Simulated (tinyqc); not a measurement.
Inside a calculation. Method: RKS/PBE0 in the sto-3g basis, for H2O, spin multiplicity 1. One step of it, computed by the program tinyqc.

Question. Iteration 36 (converged): orbitals. Diagonalise F' = X^T F X, C = X C', fill 5 alpha and 5 beta electrons from the bottom; D = 2 C_occ C_occ^T. Each column has its largest component positive (the first on a tie).

converged F (hartree), lower triangle:
```
             1O 1s      1O 2s     1O 2px     1O 2py     1O 2pz      2H 1s      3H 1s
1O 1s   -18.877242
1O 2s    -4.855500  -2.058259
1O 2px    0.000000   0.000000  -0.147467
1O 2py    0.000000   0.000000   0.000000  -0.240556
1O 2pz   -0.023422  -0.141241   0.000000   0.000000  -0.182567
2H 1s    -1.027444  -0.777788   0.000000  -0.291199  -0.233672  -0.429233
3H 1s    -1.027444  -0.777788   0.000000   0.291199  -0.233672  -0.262149  -0.429233
```

X, lower triangle:
```
            1O 1s      1O 2s    1O 2px     1O 2py     1O 2pz      2H 1s     3H 1s
1O 1s    1.024087
1O 2s   -0.141823   1.222663
1O 2px   0.000000   0.000000  1.000000
1O 2py   0.000000   0.000000  0.000000   1.113678
1O 2pz  -0.008549   0.090076  0.000000   0.000000   1.040421
2H 1s    0.021558  -0.278222  0.000000  -0.226479  -0.125276   1.184660
3H 1s    0.021558  -0.278222  0.000000   0.226479  -0.125276  -0.071344  1.184660
```

Give: F' = X^T F X; orbital energies; coefficients C; D after iteration 36.

Answer.

F' = X^T F X (hartree), lower triangle:
```
         1       2       3       4       5       6       7
1  -18.510
2   -2.582  -0.992
3    0.000   0.000  -0.147
4    0.000   0.000   0.000  -0.022
5   -0.039  -0.003   0.000   0.000  -0.103
6   -0.153  -0.365   0.000  -0.329  -0.199  -0.032
7   -0.153  -0.365   0.000   0.329  -0.199  -0.075  -0.032
```

orbital energies (hartree): MO1 -18.887, MO2 -0.932, MO3 -0.456, MO4 -0.219, MO5 -0.147, MO6 0.326, MO7 0.477

coefficients C:
```
           MO1     MO2     MO3     MO4    MO5     MO6     MO7
1O 1s    0.994  -0.230   0.000   0.113  0.000  -0.130   0.000
1O 2s    0.029   0.819   0.000  -0.563  0.000   0.831   0.000
1O 2px   0.000   0.000   0.000   0.000  1.000   0.000   0.000
1O 2py   0.000   0.000   0.596   0.000  0.000   0.000   0.994
1O 2pz   0.004   0.166   0.000   0.781  0.000   0.697   0.000
2H 1s   -0.007   0.171   0.440   0.280  0.000  -0.778  -0.804
3H 1s   -0.007   0.171  -0.440   0.280  0.000  -0.778   0.804
```

D after iteration 36, lower triangle:
```
         1O 1s   1O 2s  1O 2px  1O 2py  1O 2pz   2H 1s  3H 1s
1O 1s    2.106
1O 2s   -0.447   1.976
1O 2px   0.000   0.000   2.000
1O 2py   0.000   0.000   0.000   0.710
1O 2pz   0.109  -0.608   0.000   0.000   1.274
2H 1s   -0.029  -0.036   0.000   0.525   0.494   0.603
3H 1s   -0.029  -0.036   0.000  -0.525   0.494  -0.172  0.603
```
